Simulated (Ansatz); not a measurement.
# NO2+ (triplet): energies up the ladder, part 1 of 2

The task, for NO2+ (triplet): energies up the ladder. Charge +1. Spin multiplicity 3.

Program: Ansatz 0.2.0. Level of theory: the levels named in each step. These are calculated values, not measurements.

## 1. The structure to begin with

Bond lengths: O1–N2 1.181 Å, N2–O3 1.181 Å. Angles: O1–N2–O3 137.9°.

As a file:

```xyz
3

O    -1.0967   -0.1666   -0.0039
N    -0.0101    0.2949   -0.0018
O     1.1055   -0.0916    0.0055
```

## 2. A rough first relaxation, PBE-D4/def2-SVP

Input file input.yaml:

```yaml
crystal:
  periodic: [false, false, false]
  atoms:
    - { symbol: O, position_ang: [-1.09673, -0.16665, -0.00393] }
    - { symbol: "N", position_ang: [-0.0101, 0.29494, -0.00183] }
    - { symbol: O, position_ang: [1.10553, -0.09156, 0.00553] }
magnetization:
  spin_polarized: true
  initial_magnetization: 2
total_charge: 1
basis:
  gaussian: { orbitals: def2-SVP }
hamiltonian:
  xc: pbe
  dispersion: d4
relax:
  f_tol: 0.03
  max_steps: 200
```

Launch:

```
> ansatz run input.yaml --threads 2 --pin off --max-ram 5120MiB --backend cpu --events-out ev --progress --plain --runs-dir out
```

What it wrote, shortened:

```text
Warning: RAYON_NUM_THREADS=2 ignored (pool sized by the plan → 2); use --threads N
[...]
Functional definition: PBE
[...]
458 factors; their error is unknown
[...]
mean field -5558.02502304 eV, -204.2536522321 hartree, gradient 6.1e-6 eV, S^2 2.002841; 4 other end points of the search recorded, 0 dependent functions left out
[...]
reference -5558.02503390 eV, -204.2536526310 hartree; 12, 10 occupied and 30, 32 virtual orbitals, 458 factors
relax step   1: F+E_penalty+E_count = -5558.04380505 eV  Δ(F+E_penalty+E_count) = +0.000e0 eV  max|allowed force component| = 4.691e0 eV/Å  Δτ_max = 0.0000 Å  (76 SCF iters, accepted)
[...]
relax step   5: F+E_penalty+E_count = -5558.37959423 eV  Δ(F+E_penalty+E_count) = -9.718e-4 eV  max|allowed force component| = 5.936e-2 eV/Å  Δτ_max = 0.0042 Å  (31 SCF iters, accepted)
[...]
relax step   6: F+E_penalty+E_count = -5558.37964902 eV  Δ(F+E_penalty+E_count) = -5.479e-5 eV  max|allowed force component| = 5.199e-4 eV/Å  Δτ_max = 0.0007 Å  (22 SCF iters, accepted)
458 factors; their error is unknown
[...]
mean field -5558.36082671 eV, -204.2659927892 hartree, gradient 4.4e-5 eV, S^2 2.002998; 5 other end points of the search recorded, 0 dependent functions left out
[...]
reference -5558.36083753 eV, -204.2659931869 hartree; 12, 10 occupied and 30, 32 virtual orbitals, 458 factors
Total energy: -5558.37965984 eV, -204.2666848942 hartree
Atom 0 at    -1.055849    -0.219066    -0.003429 Å, force     0.000474     0.000194     0.000001 eV/Å
Atom 1 at    -0.013730     0.402418    -0.002496 Å, force     0.000046    -0.000372     0.000002 eV/Å
Atom 2 at     1.068279    -0.146622     0.005695 Å, force    -0.000520     0.000178    -0.000003 eV/Å
Dipole moment:    -0.002374     0.069668    -0.000432 e Å
```

It took 4.4 s on 2 threads of Arm Neoverse V1, shared host; peak memory 0.097 GiB.

Relaxation path:

| step | energy from step 1 (eV) | largest force component (eV/Å) |
| --- | --- | --- |
| 1 | 0.0000 | 4.6905 |
| 2 | -0.1814 | 2.5135 |
| 3 | -0.3218 | 0.9279 |
| 4 | -0.3348 | 0.2612 |
| 5 | -0.3358 | 0.0594 |
| 6 | -0.3358 | 0.0005 |

Step 1 is the start.

Before: Bond lengths: O1–N2 1.181 Å, N2–O3 1.181 Å. Angles: O1–N2–O3 137.9°.

After: Bond lengths: O1–N2 1.213 Å, N2–O3 1.213 Å. Angles: O1–N2–O3 122.3°.

## 3. Relaxation, PBE0-D4/def2-TZVPP

Input file input.yaml:

```yaml
crystal:
  periodic: [false, false, false]
  atoms:
    - { symbol: O, position_ang: [-1.055849, -0.21906567, -0.00342894] }
    - { symbol: "N", position_ang: [-0.01373039, 0.40241769, -0.00249639] }
    - { symbol: O, position_ang: [1.06827939, -0.14662202, 0.00569533] }
magnetization:
  spin_polarized: true
  initial_magnetization: 2
total_charge: 1
basis:
  gaussian: { orbitals: def2-TZVPP }
hamiltonian:
  xc: pbe0
  dispersion: d4
relax:
  f_tol: 0.002
  max_steps: 150
```

Launch:

```
> ansatz run input.yaml --threads 2 --pin off --max-ram 5120MiB --backend cpu --events-out ev --progress --plain --runs-dir out
```

What it wrote, shortened:

```text
Warning: RAYON_NUM_THREADS=2 ignored (pool sized by the plan → 2); use --threads N
[...]
Functional definition: PBE0
[...]
457 factors; their error is unknown
[...]
mean field -5564.27534361 eV, -204.4833472765 hartree, gradient 4.0e-5 eV, S^2 2.007666; 1 other end points of the search recorded, 0 dependent functions left out
[...]
reference -5564.27535405 eV, -204.4833476602 hartree; 12, 10 occupied and 81, 83 virtual orbitals, 457 factors
relax step   1: F+E_penalty+E_count = -5564.29057663 eV  Δ(F+E_penalty+E_count) = +0.000e0 eV  max|allowed force component| = 1.417e0 eV/Å  Δτ_max = 0.0000 Å  (50 SCF iters, accepted)
[...]
relax step   4: F+E_penalty+E_count = -5564.32045681 eV  Δ(F+E_penalty+E_count) = -6.889e-5 eV  max|allowed force component| = 4.620e-2 eV/Å  Δτ_max = 0.0026 Å  (42 SCF iters, accepted)
[...]
relax step   5: F+E_penalty+E_count = -5564.32048378 eV  Δ(F+E_penalty+E_count) = -2.698e-5 eV  max|allowed force component| = 1.518e-4 eV/Å  Δτ_max = 0.0009 Å  (45 SCF iters, accepted)
457 factors; their error is unknown
[...]
mean field -5564.30523372 eV, -204.4844457176 hartree, gradient 1.3e-5 eV, S^2 2.007192; 2 other end points of the search recorded, 0 dependent functions left out
[...]
reference -5564.30524409 eV, -204.4844460988 hartree; 12, 10 occupied and 81, 83 virtual orbitals, 457 factors
Total energy: -5564.32049416 eV, -204.4850065284 hartree
Atom 0 at    -1.034142    -0.219115    -0.003331 Å, force     0.000152    -0.000034     0.000001 eV/Å
Atom 1 at    -0.013784     0.403996    -0.002506 Å, force    -0.000003     0.000079    -0.000000 eV/Å
Atom 2 at     1.046626    -0.148151     0.005607 Å, force    -0.000149    -0.000045    -0.000000 eV/Å
Dipole moment:    -0.002468     0.072411    -0.000449 e Å
```

Wall time 7.8 s (2 threads of Arm Neoverse V1, shared host); peak memory 0.14 GiB.

The steps of the relaxation:

| step | E - E(step 1) (eV) | largest force component (eV/Å) |
| --- | --- | --- |
| 1 | 0.0000 | 1.4172 |
| 2 | -0.0273 | 0.4153 |
| 3 | -0.0298 | 0.0841 |
| 4 | -0.0299 | 0.0462 |
| 5 | -0.0299 | 0.0002 |

Step 1 is the start.

Before: Bond lengths: O1–N2 1.213 Å, N2–O3 1.213 Å. Angles: O1–N2–O3 122.3°.

After: Bond lengths: O1–N2 1.196 Å, N2–O3 1.196 Å. Angles: O1–N2–O3 121.1°.

## 4. Frequencies, PBE0-D4/def2-TZVPP

Input file input.yaml:

```yaml
crystal:
  periodic: [false, false, false]
  atoms:
    - { symbol: O, position_ang: [-1.03414206, -0.2191154, -0.00333092] }
    - { symbol: "N", position_ang: [-0.01378416, 0.40399594, -0.00250618] }
    - { symbol: O, position_ang: [1.04662622, -0.14815054, 0.0056071] }
magnetization:
  spin_polarized: true
  initial_magnetization: 2
total_charge: 1
basis:
  gaussian: { orbitals: def2-TZVPP }
hamiltonian:
  xc: pbe0
  dispersion: d4
phonons: {}
```

Launch:

```
> ansatz run input.yaml --threads 2 --pin off --max-ram 5120MiB --backend cpu --events-out ev --progress --plain --runs-dir out
```

What it wrote, shortened:

```text
Warning: RAYON_NUM_THREADS=2 ignored (pool sized by the plan → 2); use --threads N
[...]
Functional definition: PBE0
[...]
457 factors; their error is unknown
[...]
mean field -5564.30523372 eV, -204.4844457176 hartree, gradient 4.4e-5 eV, S^2 2.007192; 1 other end points of the search recorded, 0 dependent functions left out
[...]
reference -5564.30524409 eV, -204.4844460988 hartree; 12, 10 occupied and 81, 83 virtual orbitals, 457 factors
[...]
457 factors; their error is unknown
mean field -5564.30518294 eV, -204.4844438516 hartree, gradient 2.4e-6 eV, S^2 2.007180; 0 other end points of the search recorded, 0 dependent functions left out
[...]
reference -5564.30519331 eV, -204.4844442328 hartree; 12, 10 occupied and 81, 83 virtual orbitals, 457 factors
[...]
457 factors; their error is unknown
[...]
457 factors; their error is unknown
mean field -5564.30514740 eV, -204.4844425454 hartree, gradient 1.6e-6 eV, S^2 2.007180; 0 other end points of the search recorded, 0 dependent functions left out
[...]
reference -5564.30515777 eV, -204.4844429265 hartree; 12, 10 occupied and 81, 83 virtual orbitals, 457 factors
[...]
457 factors; their error is unknown
[...]
mean field -5564.30514859 eV, -204.4844425893 hartree, gradient 1.7e-6 eV, S^2 2.007206; 0 other end points of the search recorded, 0 dependent functions left out
[...]
reference -5564.30515897 eV, -204.4844429706 hartree; 12, 10 occupied and 81, 83 virtual orbitals, 457 factors
Total energy: -5564.32049416 eV, -204.4850065284 hartree
Atom 0 at    -1.034142    -0.219115    -0.003331 Å, force     0.000158    -0.000030     0.000001 eV/Å
Atom 1 at    -0.013784     0.403996    -0.002506 Å, force    -0.000002     0.000071    -0.000000 eV/Å
Atom 2 at     1.046626    -0.148151     0.005607 Å, force    -0.000156    -0.000041    -0.000000 eV/Å
Dipole moment:    -0.002468     0.072411    -0.000449 e Å
Vibrations: 672.32 1013.84 1460.23 cm⁻¹, zero-point energy 0.195052 eV
```

Run time: 6.4 s. Hardware: 2 threads of Arm Neoverse V1, shared host; peak memory 0.14 GiB.

Harmonic frequencies (cm⁻¹; negative: imaginary): 672, 1014, 1460.

## 5. Single point, PBE-D4/def2-TZVPP

input.yaml, as its differences from that of step 4:

```diff
@@ -13,4 +13,3 @@
 hamiltonian:
-  xc: pbe0
+  xc: pbe
   dispersion: d4
-phonons: {}
```

Launch:

```
> ansatz run input.yaml --threads 2 --pin off --max-ram 5120MiB --backend cpu --events-out ev --progress --plain --runs-dir out
```

What it wrote:

```text
Warning: RAYON_NUM_THREADS=2 ignored (pool sized by the plan → 2); use --threads N
Engine: ansatz 0.2.0, aarch64-unknown-linux-gnu
Functional definition: PBE
  parameter kappa = 0.804
  parameter beta = 0.06672455060314922
  exchange = pbe_x(kappa = kappa, mu = beta*pi^2/3)
  correlation = pbe_c(beta = beta)
457 factors; their error is unknown
mean field evaluation 1: about -5561.7217 eV, gradient 3.3e1 eV
mean field evaluation 2: about -5559.9788 eV, gradient 4.0e1 eV
mean field evaluation 4: about -5564.9800 eV, gradient 1.3e0 eV
mean field evaluation 8: about -5564.9792 eV, gradient 2.7e-2 eV
mean field evaluation 16: about -5564.9792 eV, gradient 2.9e-5 eV
mean field evaluation 32: about -5564.2874 eV, gradient 7.4e0 eV
mean field -5564.97918954 eV, -204.5092131373 hartree, gradient 2.9e-5 eV, S^2 2.003501; 4 other end points of the search recorded, 0 dependent functions left out
reference -5564.97920345 eV, -204.5092136482 hartree; 12, 10 occupied and 81, 83 virtual orbitals, 457 factors
Total energy: -5564.99805375 eV, -204.5099063841 hartree
```

Run time: 2 s. Hardware: 2 threads of Arm Neoverse V1, shared host; peak memory 0.13 GiB.

## 6. Single point, r2SCAN-D4/def2-TZVPP

input.yaml, as its differences from that of step 5:

```diff
@@ -13,3 +13,3 @@
 hamiltonian:
-  xc: pbe
+  xc: r2scan
   dispersion: d4
```

Launch:

```
> ansatz run input.yaml --threads 2 --pin off --max-ram 5120MiB --backend cpu --events-out ev --progress --plain --runs-dir out
```

What it wrote:

```text
Warning: RAYON_NUM_THREADS=2 ignored (pool sized by the plan → 2); use --threads N
Engine: ansatz 0.2.0, aarch64-unknown-linux-gnu
Functional definition: r2SCAN
  parameter k0 = 0.174
  parameter k1 = 0.065
  parameter a1 = 4.9479
  exchange = r2scan_x(k0 = k0, k1 = k1, a1 = a1)
  correlation = r2scan_c
457 factors; their error is unknown
mean field evaluation 1: about -5565.1176 eV, gradient 3.0e1 eV
mean field evaluation 2: about -5564.0370 eV, gradient 3.5e1 eV
mean field evaluation 4: about -5567.7264 eV, gradient 1.5e0 eV
mean field evaluation 8: about -5567.7329 eV, gradient 3.5e-2 eV
mean field evaluation 16: about -5567.7329 eV, gradient 8.0e-5 eV
mean field -5567.73290380 eV, -204.6104102696 hartree, gradient 2.4e-5 eV, S^2 2.007441; 1 other end points of the search recorded, 0 dependent functions left out
reference -5567.73290840 eV, -204.6104104387 hartree; 12, 10 occupied and 81, 83 virtual orbitals, 457 factors
Total energy: -5567.73721156 eV, -204.6105685771 hartree
```

Run time: 2.5 s. Hardware: 2 threads of Arm Neoverse V1, shared host; peak memory 0.15 GiB.

## 7. Single point, B3LYP-D4/def2-TZVPP

input.yaml, as its differences from that of step 6:

```diff
@@ -13,3 +13,3 @@
 hamiltonian:
-  xc: r2scan
+  xc: { name: B3LYP }
   dispersion: d4
```

Launch:

```
> ansatz run input.yaml --threads 2 --pin off --max-ram 5120MiB --backend cpu --events-out ev --progress --plain --runs-dir out
```

What it wrote:

```text
Warning: RAYON_NUM_THREADS=2 ignored (pool sized by the plan → 2); use --threads N
Engine: ansatz 0.2.0, aarch64-unknown-linux-gnu
Functional definition: B3LYP
  parameter a0 = 0.2
  parameter ax = 0.72
  parameter ac = 0.81
  exchange = (1 - a0 - ax)*slater_x + ax*b88_x + a0*exact_x
  correlation = (1 - ac)*vwn_rpa_c + ac*lyp_c
457 factors; their error is unknown
mean field evaluation 1: about -5567.2483 eV, gradient 3.0e1 eV
mean field evaluation 2: about -5565.8853 eV, gradient 3.7e1 eV
mean field evaluation 4: about -5569.9469 eV, gradient 1.3e0 eV
mean field evaluation 8: about -5569.9720 eV, gradient 2.8e-2 eV
mean field evaluation 16: about -5569.9721 eV, gradient 2.6e-5 eV
mean field -5569.97205224 eV, -204.6926974573 hartree, gradient 2.5e-5 eV, S^2 2.006306; 1 other end points of the search recorded, 0 dependent functions left out
reference -5569.97217012 eV, -204.6927017890 hartree; 12, 10 occupied and 81, 83 virtual orbitals, 457 factors
Total energy: -5570.00262493 eV, -204.6938209827 hartree
```

Wall time 1.2 s (2 threads of Arm Neoverse V1, shared host); peak memory 0.13 GiB.

(Continued in part 2 of 2.)
